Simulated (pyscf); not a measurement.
Structures and frequencies: ωB97X-D3(BJ)/def2-SVP in PySCF.

**Question.** For the elementary gas-phase step `[SiH2]1[Si]2=[Si]3[SiH2][SiH]1[SiH2][SiH]([SiH2]2)[SiH2]3` + `[H][H]` -> `[SiH2]1[SiH]2[SiH2][SiH]3[SiH2][SiH]1[SiH2][SiH]3[SiH2]2` (singlet surface; H–H broken, H–Si, H–Si formed), what barrier and reaction energy does PBE/def2-TZVP give, measured from the separated reactants?

**Answer.** ΔE‡ = 13.3 kcal/mol, ΔE = -48.2 kcal/mol. ωB97M-D3(BJ)/def2-TZVP gives 14.6 kcal/mol and -56.0 kcal/mol. Zero-point energy shifts the barrier by +2.0 kcal/mol. It is an addition across a multiple bond or ene-type step, with an imaginary mode of 1073i cm⁻¹. At the saddle there is also a short H–Si contact that neither side keeps. This is the saddle that the search found; another between the same sides may lie lower. One closed-shell reference is unstable to symmetry breaking; treat the single-reference values with care. The nine-atom cage is a hydrogen-capped model of the (100) dimer, relaxed without constraints.
